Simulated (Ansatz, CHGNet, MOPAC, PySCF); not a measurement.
# Lattice parameter a of zinc-blende BP: levels of theory against measurement

Reference value: 4.525 Å (measured, static lattice: zero-point anharmonic expansion removed; as tabulated in Mejia-Rodriguez and Trickey (2018), arXiv:1807.09216).

```
level (code)                                value (Å)
---------------------------------------  ------------
PM6 semi-empirical Hartree-Fock (MOPAC)         4.747
CHGNet-r²SCAN                                   4.532
LDA (Ansatz)                                    4.490
PBE (Ansatz)                                    4.548
RPBE (Ansatz)                                   4.575
rVV10 (Ansatz)                                  4.565
r²SCAN (Ansatz)                                     …
PBE0-D3(BJ) (Ansatz)                                …
r²SCANh (Ansatz)                                    …
Hartree–Fock (Ansatz)                           4.584
MP2 (PySCF)                                         …
CCSD (PySCF)                             4.509 ± 0.02
```

Some entries are withheld; supply them.


- r²SCAN (Ansatz, an electronic-structure program), value (Å): 4.537
- PBE0-D3(BJ) (Ansatz), value (Å): 4.484
- r²SCANh (Ansatz), value (Å): 4.529
- MP2 (PySCF), value (Å): 4.487 ± 0.02

Errors against the reference: PM6 semi-empirical Hartree-Fock (MOPAC) +4.91 %, CHGNet-r²SCAN +0.15 %, LDA -0.77 %, PBE +0.51 %, RPBE +1.10 %, rVV10 +0.88 %, r²SCAN +0.27 %, PBE0-D3(BJ) -0.91 %, r²SCANh +0.09 %, Hartree–Fock +1.30 %, MP2 -0.84 %, CCSD -0.35 %.

Once the reference is moved by up to 0.10 % (a margin picked here for doubts on the reference and the settings) and values within 0.10 % count as equal, the nearest can be r²SCANh (+0.09 %), CHGNet-r²SCAN (+0.15 %) or CCSD (-0.35 %). Among them PM6 semi-empirical Hartree-Fock (MOPAC) (+4.91 %) misses by most. Within 2 %: CHGNet-r²SCAN, LDA, PBE, RPBE, rVV10, r²SCAN, PBE0-D3(BJ), r²SCANh, Hartree–Fock, MP2, CCSD.

A ± on a computed value is a rough bar: the spread of its extrapolation, a floor set from checks against published values, or a statistical error. PM6 semi-empirical Hartree-Fock (MOPAC): the method was fitted mainly to molecules. PM6 semi-empirical Hartree-Fock (MOPAC): the run uses a supercell at the zone centre in place of a k mesh. Cutoffs and k meshes differ between the levels. Ansatz's density-functional and Hartree–Fock values are scalar-relativistic unless marked +SOC, with PAW data made under PBE.

Machine-learned potentials (CHGNet-r²SCAN) are trained on DFT data: a solid inside that data is no test of them.

Differences are worked out from the printed values.
